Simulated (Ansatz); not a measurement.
## Multireference treatment of BH4 (charge -1), singlet

Program: Ansatz, Gaussian basis, development build. Basis cc-pVDZ, nonrelativistic, 1 orbital frozen in the corrections. State-specific CASSCF; RHF is the lowest restricted (open-shell) Hartree–Fock solution met. Solutions may break the symmetry of the shape. Lower solutions, or ones in other orbitals, may exist.

Geometry:

```xyz
5

B     0.0000    0.0000    0.0000
H     0.7229    0.7229    0.7229
H     0.7229   -0.7229   -0.7229
H    -0.7229    0.7229   -0.7229
H    -0.7229   -0.7229    0.7229
```

What do CASSCF and its corrections give against RHF in CAS(8,8), and what are the occupations?

CASSCF -1.625 eV, SC-NEVPT2 -3.664 eV; occupations 1.98, 1.98, 1.98, 1.98, 0.02, 0.02, 0.02, 0.02.
